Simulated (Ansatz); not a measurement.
BO2H. Total charge 0; singlet. Geometry PBE0-D4/def2-TZVP, basis def2-TZVP, Ansatz.

```tsv
atom	x (Å)	y (Å)	z (Å)
B1	0.017	-0.125	-0.493
O2	0.482	0.054	0.731
O3	-0.360	-0.305	-1.629
H4	-0.138	0.375	1.390
```

| run | HOMO (eV) | LUMO (eV) |
| --- | --- | --- |
| A | -8.00 | -1.43 |
| B | -10.89 | 0.24 |
| C | -9.39 | -0.48 |
| D | -12.29 | 1.59 |
| E | -7.67 | -1.41 |
| F | -11.88 | 1.40 |

LC-ωPBE has ω = 0.4 bohr⁻¹. The structure comes from a short search, and lower isomers may exist.

**Question.** The runs used BLYP, CAM-B3LYP, LC-ωPBE, LDA (SPW92), PBE0, ωB97X-V. Estimate which is which.

**Answer.** A LDA (SPW92) (0 % exact exchange); B CAM-B3LYP (range-separated); C PBE0 (25 % exact exchange); D LC-ωPBE (range-separated); E BLYP (0 % exact exchange); F ωB97X-V (range-separated). Exact exchange lowers occupied and raises empty levels; among semilocal functionals meta-GGAs tend to open the gap a little, and such runs are hard to tell apart. The gap grows from 6.26 eV (BLYP) to 13.88 eV (LC-ωPBE).
